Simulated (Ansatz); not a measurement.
## Four-centre ligand exchange

Start structure (CH7FSi, closed shell), relaxed at PBE0-D4/def2-TZVP:

Si1  (-0.393, -0.740, -0.937)
F2  (0.025, 0.664, -1.595)
H3  (0.436, -1.790, -1.582)
H4  (-1.826, -0.964, -1.258)
C5  (-0.106, -0.672, 0.892)
H6  (0.898, 2.550, 0.030)
H7  (1.111, 2.944, 0.628)
H8  (-0.702, 0.119, 1.354)
H9  (-0.390, -1.624, 1.350)
H10  (0.946, -0.486, 1.118)
(Å)

The step: CH₅FSi ([CH3][SiH2][F]) + H₂ → CH₆Si ([CH3][SiH3]) + HF; bonds formed: Si1–H7, F2–H6; bonds broken: Si1–F2, H6–H7. Program: Ansatz 0.2.0. Basis: def2-TZVPP and def2-QZVPP. Cores are frozen in the correlated methods. Extrapolation: Hartree–Fock as exp(−7.88 √X), correlation as X^−2.97. Energies below are by CCSD(T) at an estimated basis limit (MP2 extrapolated from triple and quadruple zeta, plus CCSD(T) − MP2 in triple zeta).

Task: What are the electronic barrier and the energy of the step, from the start structure to the end structure? (To be estimated.)

Result: By the calculation: Barrier 255.1 kJ/mol; step energy 109.7 kJ/mol (uphill); reverse barrier, their difference, 145.4 kJ/mol. Barrier and step energy count from the start structure, the reverse barrier from the end structure.

The saddle point: One imaginary mode of 1086i cm⁻¹.
```tsv
pair	start (Å)	saddle (Å)	end (Å)
Si1–H7	4.28	1.70	1.50
F2–H6	2.64	1.21	0.93
Si1–F2	1.61	1.97	3.50
H6–H7	0.75	0.96	1.70
```

Zero-point energy (harmonic, PBE0-D4): ZPE is 178.2 kJ/mol at the start and 184.7 kJ/mol at the saddle, so the barrier goes from 255.1 to 261.6 kJ/mol.

T1 diagnostic: at most 0.013.

Labels in which every atom is bracketed show which atoms are joined, not bond orders.

For scale, one of the runs: CCSD(T)/def2-TZVPP, 202 basis functions, launched by `ansatz run in.yaml --threads 2 --pin off --events-out ev --progress --plain --max-ram 4352MiB`. Hardware: 2 CPU threads, shared host. Wall time 51 s; peak host memory 2.5 GiB.
